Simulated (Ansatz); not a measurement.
# CH₃BS (SMILES B=CS): one structure at several levels

The atoms stand at a structure displaced at random from a GFN2-xTB minimum. How far do the functionals agree with CCSD(T) there?

The runs use Ansatz 0.2.0, Gaussian basis; single points in def2-TZVPP.

Cores are frozen in the correlated methods.

### 1 Starting geometry

SMILES `B=CS`, 6 atoms, charge 0, spin multiplicity 1.

Atoms are counted from 1 here; the program's logs count them from 0.

Bond lengths: B1–C2 1.381 Å, B1–H4 1.086 Å, C2–S3 1.725 Å, C2–H5 1.225 Å, S3–H6 1.329 Å. Angles: C2–B1–H4 177.6°, B1–C2–S3 122.1°, B1–C2–H5 119.8°, S3–C2–H5 116.0°, C2–S3–H6 101.5°.

Geometry (Å):

```mol
CH3BS
  3D, bonds by distance, orders not assigned

  6  5  0  0  0  0  0  0  0  0999 V2000
    0.3595   -0.0487   -0.9944 B   0  0
   -0.6262   -0.0401   -0.0274 C   0  0
   -0.2629    0.1355    1.6498 S   0  0
    1.1317   -0.1015   -1.7560 H   0  0
   -1.7917    0.1584   -0.3477 H   0  0
    1.0593    0.0022    1.6499 H   0  0
  1  2  8  0
  1  4  8  0
  2  3  8  0
  2  5  8  0
  3  6  8  0
M  END
```

### 2 CCSD(T)/def2-TZVPP

Contents of run/in.yaml:

```yaml
crystal:
  periodic: [false, false, false]
  atoms:
    - {symbol: B, position_ang: [0.359500, -0.048700, -0.994400]}
    - {symbol: C, position_ang: [-0.626200, -0.040100, -0.027400]}
    - {symbol: S, position_ang: [-0.262900, 0.135500, 1.649800]}
    - {symbol: H, position_ang: [1.131700, -0.101500, -1.756000]}
    - {symbol: H, position_ang: [-1.791700, 0.158400, -0.347700]}
    - {symbol: H, position_ang: [1.059300, 0.002200, 1.649900]}
basis:
  gaussian: {orbitals: def2-TZVPP}
correlation: {method: ccsd_t}
output: {forces: true}
```

No record of the launch command was kept for these runs.

The log of the run, cut to the lines that bear on the results:

```text
Functional definition: HF
  name "HF"
  cite "Fock, Z. Phys. 61, 126 (1930) doi:10.1007/BF01340294"
  parent pbe
[...]
853 factors; integrals over basis functions are off by at most 1.1e-3 eV
[...]
mean field -12565.22932782 eV, -461.7636607790 hartree, gradient 1.1e-6 eV, S^2 0.000000; 0 other end points of the search recorded, 0 dependent functions left out
7 core orbitals not correlated: weight in the atoms' cores, before any rotation towards them, 1.000 or more for the frozen orbitals, at most 0.000 for the correlated occupied ones
reference -12565.22932782 eV, -461.7636607790 hartree; 8, 8 occupied and 131, 131 virtual orbitals, 853 factors
second order -11.70441236 eV of doubles, -0.00000000 eV of singles
cycle   1  -12.24680897 eV  change   -5.4e-1 eV  update   8.4e-2
[...]
cycle  14  -12.67699874 eV  change  -2.7e-10 eV  update   1.3e-6
perturbative correction -0.60525975 eV, -0.0222428854 hartree
[...]
Total energy: -12578.51158630 eV, -462.2517747752 hartree
Atom 0 at     0.359500    -0.048700    -0.994400 Å, force    -1.877784    -0.030639     1.187523 eV/Å
Atom 1 at    -0.626200    -0.040100    -0.027400 Å, force    -3.016037     0.845746    -1.736370 eV/Å
Atom 2 at    -0.262900     0.135500     1.649800 Å, force    -0.584178     0.101155     1.819328 eV/Å
Atom 3 at     1.131700    -0.101500    -1.756000 Å, force     2.110562    -0.171634    -1.990170 eV/Å
Atom 4 at    -1.791700     0.158400    -0.347700 Å, force     3.087733    -0.687114     1.009525 eV/Å
Atom 5 at     1.059300     0.002200     1.649900 Å, force     0.279704    -0.057514    -0.289836 eV/Å
Dipole moment:     0.175843     0.013563    -0.256467 e Å
```

Run time: 50 s. Hardware: 4 threads, shared host; peak memory 1.6 GiB.

### 3 PBE0-D4/def2-TZVPP

run/in.yaml, as its differences from that of step 2:

```diff
@@ -11,3 +11,3 @@
   gaussian: {orbitals: def2-TZVPP}
-correlation: {method: ccsd_t}
-output: {forces: true}
+hamiltonian: {xc: pbe0, dispersion: d4}
+output: {forces: true, orbitals: {seedname: orbitals}}
```

The log of the run, cut to the lines that bear on the results:

```text
Functional definition: PBE0
  name "PBE0"
  cite "Adamo & Barone, J. Chem. Phys. 110, 6158 (1999) doi:10.1063/1.478522"
  cite "Perdew, Burke & Ernzerhof, Phys. Rev. Lett. 77, 3865 (1996) doi:10.1103/PhysRevLett.77.3865"
[... 1 set-up line as earlier in the session ...]
[...]
841 factors; their error is unknown
[...]
mean field -12589.56897965 eV, -462.6581264857 hartree, gradient 3.4e-5 eV, S^2 0.000000; 0 other end points of the search recorded, 0 dependent functions left out
[...]
reference -12589.56900745 eV, -462.6581275074 hartree; 15, 15 occupied and 131, 131 virtual orbitals, 841 factors
Total energy: -12589.65726212 eV, -462.6613708066 hartree
Atom 0 at     0.359500    -0.048700    -0.994400 Å, force    -2.335480    -0.058722     1.643357 eV/Å
Atom 1 at    -0.626200    -0.040100    -0.027400 Å, force    -2.528010     0.934317    -1.756020 eV/Å
Atom 2 at    -0.262900     0.135500     1.649800 Å, force    -0.754891     0.050312     1.354361 eV/Å
Atom 3 at     1.131700    -0.101500    -1.756000 Å, force     2.127726    -0.161111    -2.013344 eV/Å
Atom 4 at    -1.791700     0.158400    -0.347700 Å, force     3.119692    -0.702814     1.029796 eV/Å
Atom 5 at     1.059300     0.002200     1.649900 Å, force     0.370964    -0.061983    -0.258150 eV/Å
Dipole moment:     0.179022     0.015450    -0.255216 e Å
```

It took 1.8 s on 4 threads, shared host; peak memory 0.24 GiB.

### 4 wB97M-V/def2-TZVPP

run/in.yaml, as its differences from that of step 3:

```diff
@@ -11,3 +11,3 @@
   gaussian: {orbitals: def2-TZVPP}
-hamiltonian: {xc: pbe0, dispersion: d4}
-output: {forces: true, orbitals: {seedname: orbitals}}
+hamiltonian: {xc: {name: wB97M-V}}
+output: {forces: true}
```

The log of the run, cut to the lines that bear on the results:

```text
Functional definition: wB97M-V
  name "wB97M-V"
  cite "Mardirossian & Head-Gordon, J. Chem. Phys. 144, 214110 (2016) doi:10.1063/1.4952647"
  cite "Becke, J. Chem. Phys. 107, 8554 (1997) doi:10.1063/1.475007"
  cite "Vydrov & Van Voorhis, J. Chem. Phys. 133, 244103 (2010) doi:10.1063/1.3521275"
  # Of w^i u^j: cxij and so on, Table III.
[...]
  gx(w, u) = 1 - cx + cx01*u + cx10*w
  gss(w, u) = css00 + css04*u^4 + css10*w + css20*w^2 + css43*w^4*u^3
  gos(w, u) = cos00 + cos10*w + (cos20 + cos21*u)*w^2 + (cos60 + cos61*u)*w^6
[...]
      + integral(e_c_pw_mod_opposite_spin*gos(b97_w_opposite, b97_u_opposite)) + vv10(b, c)
817 factors; their error is unknown
192 factors; integrals over basis functions are off by at most 1.3e-5 eV
[...]
mean field -12594.22296353 eV, -462.8291572387 hartree, gradient 8.8e-5 eV, S^2 0.000000; 0 other end points of the search recorded, 0 dependent functions left out
[...]
reference -12594.22300803 eV, -462.8291588742 hartree; 15, 15 occupied and 131, 131 virtual orbitals, 817 factors
Total energy: -12594.22300803 eV, -462.8291588742 hartree
Atom 0 at     0.359500    -0.048700    -0.994400 Å, force    -2.354942    -0.085676     1.642768 eV/Å
Atom 1 at    -0.626200    -0.040100    -0.027400 Å, force    -2.444246     0.927359    -2.130894 eV/Å
Atom 2 at    -0.262900     0.135500     1.649800 Å, force    -0.618430     0.065965     1.625046 eV/Å
Atom 3 at     1.131700    -0.101500    -1.756000 Å, force     1.987548    -0.142324    -1.877842 eV/Å
Atom 4 at    -1.791700     0.158400    -0.347700 Å, force     3.153025    -0.711285     1.016604 eV/Å
Atom 5 at     1.059300     0.002200     1.649900 Å, force     0.277044    -0.054038    -0.275683 eV/Å
Dipole moment:     0.184780     0.016525    -0.274267 e Å
```

Run time: 5.5 s. Hardware: 4 threads, shared host; peak memory 0.31 GiB.

### 5 r2SCAN-D4/def2-TZVPP

run/in.yaml, as its differences from that of step 4:

```diff
@@ -11,3 +11,3 @@
   gaussian: {orbitals: def2-TZVPP}
-hamiltonian: {xc: {name: wB97M-V}}
+hamiltonian: {xc: r2scan, dispersion: d4}
 output: {forces: true}
```

The log in run was not kept; the run's report gives a total energy of -12593.830386 eV.

Wall time 2.7 s (4 threads, shared host); peak memory 0.16 GiB.

### 6 PBE-D4/def2-TZVPP

run/in.yaml, as its differences from that of step 5:

```diff
@@ -11,3 +11,3 @@
   gaussian: {orbitals: def2-TZVPP}
-hamiltonian: {xc: r2scan, dispersion: d4}
+hamiltonian: {xc: pbe, dispersion: d4}
 output: {forces: true}
```

The log of the run, cut to the lines that bear on the results:

```text
Functional definition: PBE
  name "PBE"
[... 2 set-up lines as earlier in the session ...]
[...]
810 factors; their error is unknown
[...]
mean field -12588.44776289 eV, -462.6169225297 hartree, gradient 6.0e-5 eV, S^2 0.000000; 0 other end points of the search recorded, 0 dependent functions left out
[...]
reference -12588.44780029 eV, -462.6169239043 hartree; 15, 15 occupied and 131, 131 virtual orbitals, 810 factors
Total energy: -12588.55410198 eV, -462.6208304194 hartree
Atom 0 at     0.359500    -0.048700    -0.994400 Å, force    -2.103222    -0.030454     1.428136 eV/Å
Atom 1 at    -0.626200    -0.040100    -0.027400 Å, force    -2.613654     0.813794    -1.619768 eV/Å
Atom 2 at    -0.262900     0.135500     1.649800 Å, force    -0.978127     0.116121     1.565069 eV/Å
Atom 3 at     1.131700    -0.101500    -1.756000 Å, force     2.209745    -0.171158    -2.086562 eV/Å
Atom 4 at    -1.791700     0.158400    -0.347700 Å, force     2.826911    -0.636937     0.960360 eV/Å
Atom 5 at     1.059300     0.002200     1.649900 Å, force     0.658347    -0.091367    -0.247235 eV/Å
Dipole moment:     0.155594     0.016712    -0.206863 e Å
```

It took 1.4 s on 4 threads, shared host; peak memory 0.14 GiB.

### 7 HSE06-D4/def2-TZVPP

run/in.yaml, as its differences from that of step 6:

```diff
@@ -11,3 +11,3 @@
   gaussian: {orbitals: def2-TZVPP}
-hamiltonian: {xc: pbe, dispersion: d4}
+hamiltonian: {xc: hse06, dispersion: d4}
 output: {forces: true}
```

The log in run was not kept; the run's report gives a total energy of -12589.335733 eV.

It took 2 s on 4 threads, shared host; peak memory 0.25 GiB.

### 8 BHLYP-D4/def2-TZVPP

run/in.yaml, as its differences from that of step 7:

```diff
@@ -11,3 +11,3 @@
   gaussian: {orbitals: def2-TZVPP}
-hamiltonian: {xc: hse06, dispersion: d4}
+hamiltonian: {xc: {name: BHLYP}, dispersion: d4}
 output: {forces: true}
```

The log in run was not kept; the run's report gives a total energy of -12594.784364 eV.

Run time: 1.8 s. Hardware: 4 threads, shared host; peak memory 0.25 GiB.

### 9 Side by side

```
   method  RMS force component (eV/Å)  RMS error against CCSD(T) (eV/Å)  angle to CCSD(T) forces (°)  dipole (D)
  CCSD(T)                       1.510                         reference                    reference        1.50
  PBE0-D4                       1.509                             0.227                          8.6        1.50
  wB97M-V                       1.524                             0.236                          8.9        1.59
r2SCAN-D4                       1.483                             0.186                          7.0        1.40
   PBE-D4                       1.474                             0.203                          7.7        1.25
 HSE06-D4                       1.507                             0.222                          8.4        1.49
 BHLYP-D4                       1.552                             0.305                         11.3        1.68
```

Energy less the free neutral atoms in their ground states at the same level (atoms from separate runs):

Differences are taken before rounding.

```
      method                    rung  energy less atoms (eV)  from CCSD(T) (eV)
      PBE-D4                     GGA                 -21.159             -1.385
   r2SCAN-D4                meta-GGA                 -20.723             -0.950
     PBE0-D4                  hybrid                 -20.704             -0.931
    HSE06-D4         screened hybrid                 -20.725             -0.952
    BHLYP-D4                  hybrid                 -19.908             -0.135
     wB97M-V  range-separated hybrid                 -20.683             -0.910
Hartree-Fock            wavefunction                 -14.624             +5.150
         MP2            wavefunction                 -20.175             -0.401
        CCSD            wavefunction                 -19.388             +0.385
     CCSD(T)            wavefunction                 -19.774                  0
```

Cost and force error (times from a shared host):

```
   method   time  RMS force error (eV/Å)
  CCSD(T)   50 s                       0
  PBE0-D4  1.8 s                   0.227
  wB97M-V  5.5 s                   0.236
r2SCAN-D4  2.7 s                   0.186
   PBE-D4  1.4 s                   0.203
 HSE06-D4    2 s                   0.222
 BHLYP-D4  1.8 s                   0.305
```

### 10 Summary of results

| quantity | value |
| --- | --- |
| energy less free atoms, CCSD(T)/def2-TZVPP | -19.774 eV |
| RMS force component | 1.474 to 1.552 eV/Å over the methods |
| RMS force error | PBE0-D4 0.227, wB97M-V 0.236, r2SCAN-D4 0.186, PBE-D4 0.203, HSE06-D4 0.222, BHLYP-D4 0.305 eV/Å |
| HOMO and LUMO, PBE0-D4 | -5.65 and -1.89 eV |
| T1 diagnostic | 0.014 |

In words: Against CCSD(T) the functionals' energies less atoms differ by -1.385 to -0.135 eV, PBE-D4 by -1.385 eV. CCSD(T) in triple zeta still lacks some correlation energy of the bonds, so part of these gaps is its own basis error and they don't rank the functionals. For forces r2SCAN-D4 does best and BHLYP-D4 worst. Frozen-core CCSD(T) forces in triple zeta carry basis errors of their own, and this is one geometry, so small gaps rank nothing.
